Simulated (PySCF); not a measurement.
# Simulated absorption spectrum

Species: C3H6O.
Cartesian coordinates in Å at the GFN2-xTB level; atoms count from 1:
```xyz
10
C3H6O angstrom
O      1.784   -0.240    0.065
C      0.485   -0.155    0.549
C     -0.499    0.834    0.004
C     -0.687   -0.641   -0.247
H      1.774   -0.074   -0.884
H      0.501   -0.339    1.616
H     -0.193    1.449   -0.830
H     -1.166    1.333    0.688
H     -0.507   -1.006   -1.248
H     -1.485   -1.156    0.264
```

The calculation used PySCF 2.14.0, density-fitted response routines, TDDFT wB97X-D/def2-SVPD, vertical, gas phase, core orbitals frozen in the response.

Computed states:

```csv
state,E (eV),f
S1,6.78,0.012
S2,7.60,0.0001
S3,8.01,0.0056
S4,8.11,0.0059
S5,8.32,0.0045
S6,8.86,0.013
S7,8.87,0.010
S8,9.22,0.0008
```

Broadening: Gaussians 0.3 eV wide at half height, area fixed by f = 4.319×10⁻⁹ ∫ε dν̃. The width is an assumption, not a result. The curve ends short of the highest state used, and states not computed would add to its high-energy end.

Task: Give the broadened spectrum and its maxima.

Result: 
λ (nm), ε (L mol⁻¹ cm⁻¹) and a bar:
```
    143.9        345 ##########
    146.1        199 ######
    148.4        481 ##############
    150.7        780 ######################
    152.9       1018 #############################
    155.2        853 ########################
    157.4        389 ###########
    159.7         90 ###
    161.9         16 
    164.2          6 
    166.4          3 
    168.7          1 
    170.9          1 
    173.2         14 
    175.5         94 ###
    177.7        338 ##########
    180.0        765 ######################
    182.2       1053 ##############################
    184.5        940 ###########################
    186.7        567 ################
    189.0        227 ######
    191.2         67 ##
    193.5         13 
    195.7          2
```

Maxima: 183 nm (6.78 eV), ε about 1100, made up of S1 (100%); 153 nm (8.08 eV), ε about 1000, made up of S3 (42%) and S4 (51%) (ε in L mol⁻¹ cm⁻¹; maxima over ε = 5, shares over 10%). At its high-energy end, 8.62 eV, the curve is still rising (ε about 360, from S6 and S7).

Task: Coming from long wavelengths, where does ε first pass 100 L mol⁻¹ cm⁻¹?

Result: At about 191 nm (6.51 eV), 0.28 eV below S1.

Task: On this curve, what absorbance would a 10⁻⁵ mol/L sample give at 193 nm over a 1 cm path?

Result: 193 nm is 6.424 eV, where ε is about 20 L mol⁻¹ cm⁻¹, so A = ε c l ≈ 0.0002 (Beer–Lambert, with the gas-phase spectrum and the assumed width).

Task: What would ε be at 6.78 eV, the highest of these maxima, with half the width (0.15 eV)?

Result: About 2130 L mol⁻¹ cm⁻¹ against 1070, a factor of about 2.00; a lone state at its own centre would give exactly 2.

One conformer stands for the species.
